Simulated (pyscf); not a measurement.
Structures and frequencies: ωB97X-D3(BJ)/def2-SVP in PySCF.

Problem. For the elementary gas-phase step methane (CH₄) + Cl–Si•(Cl)–Cl → H₃C–Si•(Cl)–Cl + hydrogen chloride (HCl) (doublet surface; C–H, Cl–Si broken, C–Si, Cl–H formed), what barrier and reaction energy does PBE0-D3(BJ)/def2-TZVP give, measured from the separated reactants?

Solution. ΔE‡ = 2.19 eV, ΔE = +0.95 eV. ωB97M-D3(BJ)/def2-TZVP gives 2.38 eV and +0.95 eV. Zero-point energy shifts the barrier by -0.08 eV. It is a four-centre exchange, with an imaginary mode of 1121i cm⁻¹. This is the saddle that the search found; another between the same sides may lie lower.
